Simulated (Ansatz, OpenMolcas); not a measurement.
Heat of formation of C4H8 (isobutene) from total energies

C4H8: 12 atoms, total charge 0, spin state singlet. As SMILES, `C=C(C)C`. The coordinates come from a PBE0-D4/def2-TZVP relaxation.

Total energies at CCSD(T)/6-31G* (spherical functions), 4 core orbitals frozen (OpenMolcas 26.06); the atoms run unrestricted:

```
species    state  energy (Eh)
   C4H8  singlet  -156.689046
      C  triplet   -37.751213
      H  doublet    -0.498233
```

Harmonic wavenumbers at B3LYP/6-31G*, in cm⁻¹: 178, 214, 379, 437, 438, 710, 820, 921, 974, 995, 1036, 1099, 1122, 1310, 1439, 1442, 1470, 1501, 1515, 1518, 1532, 1743, 3025, 3031, 3070, 3074, 3124, 3126, 3156, 3232.

Measured heats of formation of the gaseous atoms at 298.15 K, in kJ/mol: C 716.9, H 218.0. Spin-orbit lowering of the atoms at 298 K (mean of the ground term's levels less their thermal mean, from spectra), in kJ/mol: C 0.02. Take 1 Eh = 2625.50 kJ/mol, 1 cm⁻¹ = 0.0119627 kJ/mol, RT = 2.479 kJ/mol.

Q: Work out the heat of formation of the gas at 298 K.

A: 
1. Electronic atomisation energy: 4 × (-37.751213) + 8 × (-0.498233) − (-156.689046) = 1.698330 Eh = 4459.0 kJ/mol.
2. Zero-point energy: half the sum of the wavenumbers, 23815.5 cm⁻¹ = 284.9 kJ/mol.
3. Thermal vibrational enthalpy, Σ hcν̃/(exp(hcν̃/kT) − 1): 6.4 kJ/mol. Translation, rotation and pV of a non-linear molecule: 4 RT = 9.9 kJ/mol.
4. The 12 free atoms carry 5/2 RT each: 74.4 kJ/mol.
5. Spin-orbit coupling lowers the free atoms by 4 × 0.02 = 0.1 kJ/mol.
6. Atomisation enthalpy at 298 K: 4459.0 − 0.1 − 284.9 − 6.4 − 9.9 + 74.4 = 4232.1 kJ/mol.
7. Sum of the atoms' heats of formation: 4611.6 kJ/mol. Heat of formation: 4611.6 − 4232.1 = +379.5 kJ/mol.

The tabulated value is -17.6 kJ/mol (Active Thermochemical Tables), so this level is off by +397.1 kJ/mol, or 8.6 % of the atomisation enthalpy that the table implies (4629.1 kJ/mol). Coupled cluster needs large bases for atomisation: in a finite one the molecule is underbound. A double-zeta basis underbinds. Anharmonicity and any spin-orbit splitting of the molecule are left out, and so is core correlation.
